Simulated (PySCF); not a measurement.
**B–NH₂, triplet: vertical spin and charge gaps**

Geometry (PBE0/def2-TZVP stationary point for this spin, not checked as a minimum):

```json
{"atom": "B", "x (Å)": "0.0000", "y (Å)": "0.0000", "z (Å)": "0.8588"}
{"atom": "N", "x (Å)": "0.0000", "y (Å)": "0.0000", "z (Å)": "-0.5086"}
{"atom": "H", "x (Å)": "0.0000", "y (Å)": "-0.8409", "z (Å)": "-1.0720"}
{"atom": "H", "x (Å)": "0.0000", "y (Å)": "0.8409", "z (Å)": "-1.0720"}
```

Basis 6-31G; PySCF 2.14.0. Only valence electrons are correlated (noble-gas cores frozen). R marks a restricted (for open shells ROHF) determinant, U an unrestricted one.

Gaps are energies of the second state less the first, at fixed atoms, for a selection of the levels run; mean-field and cluster levels share one orbital occupation for each state, and full CI takes the lowest of the symmetries tried.

Removing an electron, to the doublet: 6.461 eV at RCCSDT.

```
   level  gap (eV)  error (meV)
    UMP2     6.482           21
   RCCSD     6.493           32
   UCCSD     6.492           31
RCCSD(T)     6.465            4
UCCSD(T)     6.466            5
  UCCSDT     6.462            1
     PBE     6.863          402
    PBE0     6.947          486
   B3LYP     6.832          371
 wB97M-V     6.607          146
```

Question: PBE gives 11.605 eV for removing an electron, to the quartet. Estimate what RCCSDT gives in 6-31G.

Answer: RCCSDT in 6-31G gives 10.964 eV, so against it PBE is off by 0.641 eV, of which a good part can be the reference's own basis and frozen-core error.

| level | gap (eV) | error (meV) |
| --- | --- | --- |
| UHF | 9.899 | -1065 |
| UMP2 | 10.974 | 10 |
| RCCSD | 10.909 | -55 |
| UCCSD | 10.908 | -56 |
| r2SCAN | 11.457 | 493 |
| PBE0 | 11.469 | 505 |
| B3LYP | 11.522 | 558 |
| wB97M-V | 11.462 | 498 |
| B2PLYP | 11.276 | 312 |

Quintet less triplet: 5.966 eV at RCCSDT.

| level | gap (eV) | error (meV) |
| --- | --- | --- |
| RHF | 4.999 | -967 |
| UHF | 5.018 | -948 |
| RMP2 | 5.979 | 13 |
| UMP2 | 6.011 | 45 |
| UCCSD | 5.908 | -58 |
| RCCSD(T) | 5.961 | -5 |
| PBE | 6.321 | 355 |
| r2SCAN | 6.085 | 119 |
| PBE0 | 6.153 | 187 |
| B2PLYP | 6.309 | 343 |

In so small a basis the reference is far from its limit while semilocal and hybrid functionals are nearer theirs (RPA and double hybrids share part of the reference's basis error), so the functionals' errors here hold much of the reference's basis and frozen-core error, which can add to them or hide them. The set has no polarisation functions, which weighs most on the reference.

Full CI isn't at hand for all of this; RCCSDT serves as the reference. It lacks quadruple excitations, which often exceed the step from CCSD(T) to CCSDT. The frozen core follows each run's orbitals, which can shift R against U totals by a few meV.
